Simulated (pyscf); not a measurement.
Single points on ωB97X-D3(BJ)/def2-SVP structures (PySCF, gas phase).

Problem. How much does it cost (ΔH, 298 K, ωB97M-D3(BJ)/def2-TZVP) to split H₃C–Si(SiH₃)(SiH₃)–Cl at its Cl–Si bond into H₃C–Si•(SiH₃)–SiH₃ + Cl•?

Solution. Cl–Si to H₃C–Si•(SiH₃)–SiH₃ + Cl•: 4.64 eV. The 7 functionals that were run give +4.47 (B3LYP-D3(BJ)) to +4.69 eV (ωB97X-D3(BJ)). Other isomers of H₃C–Si•(SiH₃)–SiH₃ were not searched in full and may lie lower. Left out: the spin-orbit lowering of Cl.
